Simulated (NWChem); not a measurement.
## Correlation energy of Cl (+1)

```xyz
1

Cl     0.0000     0.0000     0.0000
```
Charge +1, spin multiplicity 3.

All runs are NWChem calculations.

Basis set: 3-21G. Each correlation energy counts from its own Hartree-Fock reference.

The correlated methods keep 5 core orbitals frozen. The stability of the SCF solutions was not checked. Open-shell Hartree-Fock references start from PBE0 orbitals. Coupled-cluster values serve here as a point of comparison, not as the truth.

### Question
For the correlation energy, UMP2 gives -17.0 mHa and SCS-UMP2 gives -17.0 mHa. What do CCSD on UHF, CCSD[T] on UHF, CCSD(T) on UHF give?

### Answer
CCSD on UHF: -21.2 mHa; CCSD[T] on UHF: -21.3 mHa; CCSD(T) on UHF: -21.3 mHa.
